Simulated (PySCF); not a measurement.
**Relative stability**

The two ends of one reaction step of CH$_{5}$Al, closed shell (PBE0-D4/def2-TZVP).

A:

Al1  (-1.222, -0.937, 0.708)
H2  (-0.405, 0.104, -2.622)
H3  (-1.032, -0.289, -2.524)
C4  (0.423, 0.129, 1.047)
H5  (1.262, -0.511, 1.351)
H6  (0.267, 0.858, 1.854)
H7  (0.749, 0.692, 0.163)
(Å)

B:

```xyz
7
angstrom
Al -1.9035 -1.5138 0.0467
H 0.1624 0.2303 -0.6010
H -1.6820 -1.0587 -1.5413
C 0.7123 0.5112 0.3013
H 1.1451 -0.3717 0.7719
H 0.0502 1.0104 1.0090
H 1.5118 1.1940 0.0133
```

PySCF 2.14 with density fitting (its default auxiliary sets; JK sets also for MP2 and CCSD(T)); basis: def2-TZVPP; cores frozen in the correlated methods. B3LYP uses VWN-RPA correlation.

(1) Which structure is lower at CCSD(T), and by how much? (To be estimated.)

No T1 diagnostic of these runs exceeds 0.011. The restricted Hartree–Fock reference is unstable towards an unrestricted one at one or more of these structures.

Results:

(1) The calculation gives: B, by 0.234 eV (electronic energy, against the other). By their contacts, A is a complex of CH₃Al ([CH3][Al]) + H₂ and B is a complex of AlH + CH₄.

All methods give the same order:

```
   method  E(B) − E(A) (eV)
    SPW92            -0.211
   PBE-D4            -0.177
r2SCAN-D4            -0.173
  PBE0-D4            -0.224
 B3LYP-D4            -0.239
 BHLYP-D4            -0.299
  wB97M-V            -0.228
       HF            -0.403
      MP2            -0.167
     CCSD            -0.272
  CCSD(T)            -0.234
```

Labels in which every atom is bracketed show which atoms are joined, not bond orders.

For scale, one of the runs: CCSD(T)/def2-TZVPP, 143 basis functions, launched by `OMP_NUM_THREADS=4 python run.py`. Hardware: 4 CPU threads of a Oxide Virtual Turin-like, shared host. Wall time 38 s; peak host memory 0.61 GiB.
